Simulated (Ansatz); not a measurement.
LaGaO3 (Pnma, No. 62), treated with r²SCAN (PAW; Ansatz, a program for electronic structure).

Input file:

Ansatz 0.2 input:
```yaml
crystal:
  lattice:
    - [5.5009406127, 0.0, 0.0]
    - [0.0, 7.7816395438, 0.0]
    - [0.0, 0.0, 5.5222850875]
  atoms:
    - { symbol: La, position: [0.479688036, 0.75, 0.4946537904] }
    - { symbol: La, position: [0.520311964, 0.25, 0.5053462096] }
    - { symbol: La, position: [0.020311964, 0.25, 0.9946537904] }
    - { symbol: La, position: [0.979688036, 0.75, 0.0053462096] }
    - { symbol: Ga, position: [0.5, 0.5, 0.0] }
    - { symbol: Ga, position: [0.0, 0.5, 0.5] }
    - { symbol: Ga, position: [0.0, 0.0, 0.5] }
    - { symbol: Ga, position: [0.5, 0.0, 0.0] }
    - { symbol: O, position: [0.2737961673, 0.4628794943, 0.7267646712] }
    - { symbol: O, position: [0.7262038327, 0.5371205057, 0.2732353288] }
    - { symbol: O, position: [0.2262038327, 0.5371205057, 0.2267646712] }
    - { symbol: O, position: [0.7737961673, 0.4628794943, 0.7732353288] }
    - { symbol: O, position: [0.7737961673, 0.0371205057, 0.7732353288] }
    - { symbol: O, position: [0.2262038327, 0.9628794943, 0.2267646712] }
    - { symbol: O, position: [0.7262038327, 0.9628794943, 0.2732353288] }
    - { symbol: O, position: [0.2737961673, 0.0371205057, 0.7267646712] }
    - { symbol: O, position: [0.4913891155, 0.25, 0.0693461743] }
    - { symbol: O, position: [0.5086108845, 0.75, 0.9306538257] }
    - { symbol: O, position: [0.0086108845, 0.75, 0.5693461743] }
    - { symbol: O, position: [0.9913891155, 0.25, 0.4306538257] }
basis:
  ecutwfc: 560
  ecutrho_ratio: 4
  xc_grid: 3
kpoints:
  mp_grid: { grid: [6, 4, 6] }
  band_path:
    path:
      - [0.0, 0.0, 0.0]
      - [0.1, 0.0, 0.0]
      - [0.2, 0.0, 0.0]
      - [0.3, 0.0, 0.0]
      - [0.4, 0.0, 0.0]
      - [0.5, 0.0, 0.0]
      - [0.5, 0.166667, 0.0]
      - [0.5, 0.333333, 0.0]
      - [0.5, 0.5, 0.0]
      - [0.4, 0.5, 0.0]
      - [0.3, 0.5, 0.0]
      - [0.2, 0.5, 0.0]
      - [0.1, 0.5, 0.0]
      - [0.0, 0.5, 0.0]
      - [0.0, 0.333333, 0.0]
      - [0.0, 0.166667, 0.0]
      - [0.0, 0.0, 0.1]
      - [0.0, 0.0, 0.2]
      - [0.0, 0.0, 0.3]
      - [0.0, 0.0, 0.4]
      - [0.0, 0.0, 0.5]
      - [0.1, 0.0, 0.5]
      - [0.2, 0.0, 0.5]
      - [0.3, 0.0, 0.5]
      - [0.4, 0.0, 0.5]
      - [0.5, 0.0, 0.5]
      - [0.5, 0.166667, 0.5]
      - [0.5, 0.333333, 0.5]
      - [0.5, 0.5, 0.5]
      - [0.4, 0.5, 0.5]
      - [0.3, 0.5, 0.5]
      - [0.2, 0.5, 0.5]
      - [0.1, 0.5, 0.5]
      - [0.0, 0.5, 0.5]
      - [0.0, 0.333333, 0.5]
      - [0.0, 0.166667, 0.5]
      - [0.5, 0.0, 0.1]
      - [0.5, 0.0, 0.2]
      - [0.5, 0.0, 0.3]
      - [0.5, 0.0, 0.4]
      - [0.0, 0.5, 0.1]
      - [0.0, 0.5, 0.2]
      - [0.0, 0.5, 0.3]
      - [0.0, 0.5, 0.4]
      - [0.5, 0.5, 0.1]
      - [0.5, 0.5, 0.2]
      - [0.5, 0.5, 0.3]
      - [0.5, 0.5, 0.4]
    npoints: 1
hamiltonian:
  xc: r2scan
  dispersion: none
  pseudopotentials: { kind: paw }
scf:
  occupations: { method: fermi_dirac, width: 0.01 }
  convergence: { dr2_threshold: 0.000000002 }
output:
  forces: true
  stress: true
  eigenvalues: true
  write_bands: true
```

Excerpt of the program's output:

```
Crystal: 20 atoms, lattice volume = 236.389 Å³
Basis set: ecut = 560 eV, 7079 PW (Γ), exchange–correlation on 135×192×135 points (27 copies of the dense FFT grid, shifted against one another)
Bands: 104, of which v1, the nominal top of the filled ones, is band 84 counted from 1 (83 counted from 0)
Symmetry: 8 space group operations
Space group: Pnma (ITA 62), of the structure as read, at distance tolerance 6.2e-5 Å
k-points: 48 of 144
Functional: x = r2scan, c = r2scan; τ floored in thin density (d = 2e-4 eV/Å³)
SCF iter   1: F=—  HF=-47070.416202 eV  |F-HF|=—  |Δ(HF+E_count)|=         —  Δρ=1.40e-2  dr2=4.55e-1  dr2_τ=8.02e-1
SCF iter   2: F=—  HF=-47070.932968 eV  |F-HF|=—  |Δ(HF+E_count)|=   5.17e-1  Δρ=6.62e-3  dr2=7.71e-2  dr2_τ=6.78e-3
  ...
SCF iter   8: F=—  HF=-47070.920286 eV  |F-HF|=—  |Δ(HF+E_count)|=   3.01e-8  Δρ=5.01e-6  dr2=4.34e-8  dr2_τ=6.67e-9
SCF iter   9: F=-47070.920286 eV  HF=-47070.920286 eV  |F-HF|=3.57e-10  |Δ(HF+E_count)|=   6.15e-9  Δρ=7.25e-7  dr2=8.71e-10  dr2_τ=1.18e-10
SCF 1 converged in 9 iterations: F = -47070.920286 eV  dr2 = 8.71e-10
SCF converged after 9 iterations
Free energy (F): -47070.920286 eV
Internal energy: -47070.920286 eV  (E = F + TS)
E sigma→0 (E₀):  -47070.920286 eV
Fermi energy:    13.052402 eV
--- Forces (eV/Å), atoms counted from 1 ---
  atom   1  La    -0.00018230    -0.00000000     0.00106530
  atom   2  La     0.00018230     0.00000000    -0.00106530
  atom   3  La     0.00018230     0.00000000     0.00106530
  atom   4  La    -0.00018230    -0.00000000    -0.00106530
  atom   5  Ga     0.00000000     0.00000000     0.00000000
  atom   6  Ga     0.00000000    -0.00000000     0.00000000
  atom   7  Ga    -0.00000000    -0.00000000    -0.00000000
  atom   8  Ga     0.00000000     0.00000000     0.00000000
  atom   9  O     -0.00010904    -0.00009934    -0.00039004
  atom  10  O      0.00010904     0.00009934     0.00039004
  atom  11  O      0.00010904     0.00009934    -0.00039004
  atom  12  O     -0.00010904    -0.00009934     0.00039004
  atom  13  O     -0.00010904     0.00009934     0.00039004
  atom  14  O      0.00010904    -0.00009934    -0.00039004
  atom  15  O      0.00010904    -0.00009934     0.00039004
  atom  16  O     -0.00010904     0.00009934    -0.00039004
  atom  17  O      0.00006105    -0.00000000    -0.00018008
  atom  18  O     -0.00006105     0.00000000     0.00018008
  atom  19  O     -0.00006105     0.00000000    -0.00018008
  atom  20  O      0.00006105    -0.00000000     0.00018008
--- Stress (GPa, compression-positive) ---
       -0.007844      -0.000000      -0.000000
       -0.000000       0.003841       0.000000
       -0.000000       0.000000      -0.002826
  P = ⅓ Tr σ = -0.0023 GPa (-0.023 kbar)
```

The PAW data were made under PBE.

Cost on a shared machine: around 2.8 core-minutes (rough).
